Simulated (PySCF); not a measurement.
Molecule: `NCC(F)(F)F`, C2H4F3N.

Molfile (atoms numbered from 1):
```
C2H4F3N
     RDKit          3D

 10  9  0  0  0  0  0  0  0  0999 V2000
   -1.3556   -0.0559   -0.3345 N   0  0  0  0  0  0  0  0  0  0  0  0
   -0.0979    0.5588   -0.0061 C   0  0  0  0  0  0  0  0  0  0  0  0
    0.9140   -0.4880    0.3984 C   0  0  0  0  0  0  0  0  0  0  0  0
    1.0673   -1.4019   -0.5717 F   0  0  0  0  0  0  0  0  0  0  0  0
    2.1082    0.0764    0.6112 F   0  0  0  0  0  0  0  0  0  0  0  0
    0.5685   -1.1354    1.5068 F   0  0  0  0  0  0  0  0  0  0  0  0
   -2.0818    0.6431   -0.4556 H   0  0  0  0  0  0  0  0  0  0  0  0
   -1.2855   -0.5785   -1.2043 H   0  0  0  0  0  0  0  0  0  0  0  0
    0.3843    1.1578   -0.8064 H   0  0  0  0  0  0  0  0  0  0  0  0
   -0.2215    1.2236    0.8622 H   0  0  0  0  0  0  0  0  0  0  0  0
  1  2  1  0
  2  3  1  0
  3  4  1  0
  3  5  1  0
  3  6  1  0
  1  7  1  0
  1  8  1  0
  2  9  1  0
  2 10  1  0
M  END
```

Geometry PBE0-D3(BJ)/def2-SVP throughout; GIAO in PySCF 2.14.0 with density-fitted response routines, gas phase, one conformer, non-relativistic; equivalent atoms averaged; functional PBE0.

(1) How do the absolute shieldings σ depend on the basis set? (ppm; last column core-seconds on shared hosts with different chips, so compare them loosely)

(2) Which nucleus moves most, in ppm?

(3) Taking the largest basis, pcSseg-2 (272 functions), as the yardstick, rank the others by their worst heavy-atom deviation.

## Answers

(1) 
```csv
basis set,functions,N1,C3,C2,F4/F5/F6,H9/H10,H7/H8,core-s
STO-3G,34,291.3,139.1,196.9,400.7,31.00,32.95,1.1
6-31G,62,248.3,69.6,153.6,276.1,29.64,32.55,2.3
pcSseg-0,62,252.4,45.0,140.7,272.7,29.32,32.82,3.7
6-31G*,92,246.4,70.7,148.5,287.4,29.09,31.94,3.1
def2-SVP,104,252.8,66.0,149.1,288.7,28.52,31.33,3.3
cc-pVDZ,104,253.6,69.9,150.0,286.3,28.44,31.35,6.7
pcSseg-1,122,244.5,53.9,136.5,266.4,28.19,30.90,8.4
aug-cc-pVDZ,174,250.1,69.2,149.9,277.2,28.17,30.84,13
"6-311+G(2d,p)",186,241.9,57.3,139.7,263.9,28.31,31.18,7.5
def2-TZVP,210,244.3,53.7,138.8,264.2,28.34,31.21,9.1
cc-pVTZ,236,244.7,55.5,140.2,267.7,28.19,30.92,20
IGLO-III,250,240.2,49.8,135.3,261.9,28.18,30.88,21
pcSseg-2,272,241.3,48.7,135.2,263.4,28.10,30.65,25
```

(2) F4/F5/F6 (fluorine of a CF3 group): from 261.9 ppm with IGLO-III to 400.7 ppm with STO-3G. The smallest spread is 2.30 ppm, at H7/H8. Proton shifts span only some 12 ppm, so a few tenths of a ppm matter as much there as several ppm in carbon.

(3) IGLO-III 1.5 ppm (250 functions), def2-TZVP 5.0 ppm (210 functions), pcSseg-1 5.2 ppm (122 functions), cc-pVTZ 6.8 ppm (236 functions), 6-311+G(2d,p) 8.6 ppm (186 functions), pcSseg-0 11.1 ppm (62 functions), aug-cc-pVDZ 20.5 ppm (174 functions), 6-31G 20.9 ppm (62 functions), cc-pVDZ 22.9 ppm (104 functions), 6-31G* 24.0 ppm (92 functions), def2-SVP 25.2 ppm (104 functions), STO-3G 137.3 ppm (34 functions).

A small basis that lands close on one nucleus may do so by chance; judge by the trend and by all nuclei.
